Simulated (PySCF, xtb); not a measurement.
ethane (C2H6), SMILES CC.

GFN2-xTB run with xtb at its own geometry gives an orbital gap of 15.51 eV and a dipole moment of 0.00 D.

Geometry optimised at r2SCAN-D4/def2-TZVP.

Task: What does ωB97X/def2-TZVPD run with PySCF give? (An estimate is asked for; the answer gives what the named calculation found.)

Result: gap 14.34 eV (levels -12.10 and 2.24 eV), dipole 0.00 D.
